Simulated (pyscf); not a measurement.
Structures and frequencies: ωB97X-D3(BJ)/def2-SVP in PySCF.

Problem. H₃C–GeH₂• + hydrogen chloride (HCl) → methyl (CH₃•) + Cl–GeH₃
Surface: doublet. Broken: C–Ge, Cl–H. Formed: Ge–H, Cl–Ge. Give ΔE‡ and ΔE from ωB97M-D3(BJ)/def2-TZVP, relative to the separated reactants.

Solution. ΔE‡ = 0.88 eV, ΔE = +0.05 eV. Zero-point energy shifts the barrier by +0.02 eV. It is a concerted two-bond exchange, with an imaginary mode of 574i cm⁻¹. This saddle turned up in a search for another step; its sides and bond changes are read from the two ends of the descent. One saddle was located; it need not be the lowest between these sides. Elements up to Kr have no core potential and no relativistic terms here.
